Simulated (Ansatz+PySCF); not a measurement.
Values are calculated unless marked as measured or tabulated.
A run of PySCF 2.14.0 on triplet PH2(+) at this shape:

```yaml
atoms:
  - { symbol: P, position_ang: [0.0000, 0.0000, 0.0000] }
  - { symbol: H, position_ang: [2.2878, 0.0000, 0.0000] }
  - { symbol: H, position_ang: [-2.2878, 0.0000, 0.0000] }
```

Its results:

- Converged: yes
- Reference energy: -341.31410 hartree
- CCSD correlation energy: -0.05564 hartree
- Triples correction: -0.00090 hartree
- Total energy: -341.37064 hartree
- Spin squared of the determinant: 2.484

Q: Which input gives this output? Name the method, the orbitals and the basis set, and write the input.

A: UHF-CCSD(T) in 6-31G.

```python
from pyscf import gto, scf, cc

mol = gto.M(atom="""
P 0.000000 0.000000 0.000000
H 2.287770 0.000000 0.000000
H -2.287770 0.000000 0.000000
""", basis='6-31g', charge=1, spin=2)
mf = scf.UHF(mol)
mf.kernel()
mycc = cc.CCSD(mf, frozen=5).run()
et = mycc.ccsd_t()
print(mf.e_tot, mycc.e_corr, et, mycc.e_tot + et)
```

This is not the lowest solution: another run reaches a determinant 0.62 eV lower. Caution: bonds are stretched, where a single reference can fail; the unrestricted determinant is spin contaminated; the charge can sit on one fragment and break the point group; the determinant may break the point group; another reference gives a lower total.
